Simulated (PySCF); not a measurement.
**Atomic charges against the basis set**

C₄H₈O.
Atom-mapped SMILES: `[CH3:1][C@@H:2]1[O:3][C@@H:4]1[CH3:5]` (hydrogens: H6, H7, H8 on C1; H9 on C2; H10 on C4; H11, H12, H13 on C5)

PBE0 throughout (PySCF), one geometry, spherical d and f functions. Isolated species at its PBE0-D3(BJ)/def2-SVP geometry, gas phase. Atoms taken as equivalent share a column and are averaged.

Mulliken charges (e):

| basis | functions | C1/C5 | C2/C4 | O3 | H6 (×6) | H9/H10 |
| --- | --- | --- | --- | --- | --- | --- |
| pcSseg-0 | 61 | -0.645 | -0.010 | -0.614 | +0.242 | +0.237 |
| cc-pVDZ | 110 | -0.028 | -0.005 | -0.278 | +0.050 | +0.023 |
| aug-cc-pVDZ | 187 | +0.161 | +0.792 | -0.690 | -0.051 | -0.455 |
| IGLO-III | 255 | -0.376 | +0.088 | -0.288 | +0.117 | +0.080 |
| cc-pVTZ | 262 | -0.278 | +0.039 | -0.291 | +0.100 | +0.085 |

IAO charges (e):

```csv
basis,functions,C1/C5,C2/C4,O3,H6 (×6),H9/H10
pcSseg-0,61,-0.438,+0.038,-0.397,+0.153,+0.141
cc-pVDZ,110,-0.426,+0.066,-0.406,+0.145,+0.128
aug-cc-pVDZ,187,-0.436,+0.068,-0.429,+0.150,+0.134
IGLO-III,255,-0.439,+0.067,-0.431,+0.151,+0.135
cc-pVTZ,262,-0.439,+0.067,-0.424,+0.150,+0.133
```

Hirshfeld charges (e):

```tsv
basis	functions	C1/C5	C2/C4	O3	H6 (×6)	H9/H10
pcSseg-0	61	-0.105	+0.032	-0.185	+0.042	+0.039
cc-pVDZ	110	-0.112	+0.024	-0.161	+0.044	+0.039
aug-cc-pVDZ	187	-0.124	+0.015	-0.171	+0.049	+0.047
IGLO-III	255	-0.123	+0.016	-0.171	+0.049	+0.047
cc-pVTZ	262	-0.121	+0.018	-0.167	+0.047	+0.044
```

Some averages cover members that differ in this geometry, most widely: H6 (×6), Mulliken in aug-cc-pVDZ -0.158 to +0.004 e.

Q: Which scheme is steadiest as the basis changes?

A: Largest range over the bases for any column: Hirshfeld 0.02 e, IAO 0.03 e, Mulliken 0.81 e. Hirshfeld and IAO charges move least and Mulliken charges most, counted in e.

Q: How much do the charges still move between the two largest bases, IGLO-III and cc-pVTZ?

A: At most, over all atoms: Mulliken 0.098 e, IAO 0.006 e, Hirshfeld 0.004 e.

Q: What do the same runs give for the total energy, the frontier levels and the dipole moment?

A: 
```json
{"basis": "pcSseg-0", "energy (Eh)": "-231.5953", "HOMO (eV)": "-7.54", "LUMO (eV)": "2.36", "μ (D)": "2.37"}
{"basis": "cc-pVDZ", "energy (Eh)": "-232.1677", "HOMO (eV)": "-7.37", "LUMO (eV)": "2.08", "μ (D)": "1.79"}
{"basis": "aug-cc-pVDZ", "energy (Eh)": "-232.1847", "HOMO (eV)": "-7.62", "LUMO (eV)": "-0.02", "μ (D)": "1.90"}
{"basis": "IGLO-III", "energy (Eh)": "-232.2489", "HOMO (eV)": "-7.63", "LUMO (eV)": "0.89", "μ (D)": "1.91"}
{"basis": "cc-pVTZ", "energy (Eh)": "-232.2380", "HOMO (eV)": "-7.57", "LUMO (eV)": "1.36", "μ (D)": "1.82"}
```

The dipole is fixed by the density alone, so its range of 0.58 D shows that the density itself changes with the basis, not only its division among atoms.
